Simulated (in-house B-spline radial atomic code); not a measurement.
Functionals against ionisation energies along an isoelectronic series: Cl to Ti⁵⁺

Ionisation energies as differences of self-consistent total energies from an all-electron radial atomic-structure program (B-spline basis): all electrons, radial basis limit, scalar-relativistic (one-electron X2C), spin-polarised at highest spin, spherical densities; exact exchange is averaged over the determinants of each configuration. No spin-orbit coupling, Breit or QED terms. NIST's values run from ground level to ground level, so in open shells the differences also hold multiplet and fine-structure energies that spherical high-spin averages miss. Columns give computed minus NIST, in eV; a star marks a semi-empirical value. Species are left out where the tabulated value is theory, is uncertain by more than 0.12 eV, or (13 ions, such as In⁴⁺, Te⁴⁺ and Bi⁴⁺) lies off its series for all methods alike, which flatters the means a little.

```
species  shell       NIST (eV)  LDA VWN5  r2SCAN  B3LYP  CAM-B3LYP  BHandHLYP  r2SCAN0
     Cl     3p           12.97     +0.27   +0.13  +0.12      +0.11      -0.10    +0.06
    Ar⁺     3p           27.63     +0.24   +0.15  +0.12      +0.11      -0.10    +0.08
    K²⁺     3p          45.80*         ?       ?      ?          ?          ?        ?
   Ca³⁺     3p          67.27*     +0.10   +0.06  -0.02      -0.05      -0.25    -0.02
   Sc⁴⁺     3p   91.95 ± 0.03*     +0.05   +0.03  -0.06      -0.11      -0.30    -0.05
   Ti⁵⁺     3p  119.53 ± 0.03*     +0.28   +0.28  +0.17      +0.11      -0.09    +0.18
```

Q: What are the differences for K²⁺ ([Ne] 3s2 3p5)?

A: LDA VWN5 +0.17; r2SCAN +0.10; B3LYP +0.05; CAM-B3LYP +0.03; BHandHLYP -0.17; r2SCAN0 +0.03 eV.

Q: How do the methods rank, and which species is hardest?

A: Mean absolute (signed) differences: r2SCAN0 0.07 (+0.05) eV; CAM-B3LYP 0.08 (+0.03) eV; B3LYP 0.09 (+0.06) eV; r2SCAN 0.13 (+0.13) eV; BHandHLYP 0.17 (-0.17) eV; LDA VWN5 0.19 (+0.19) eV. For Ti⁵⁺, which loses a 3p electron, the nearest method is off by -0.09 eV, the largest such miss. The first two are tied within the accuracy of the references.
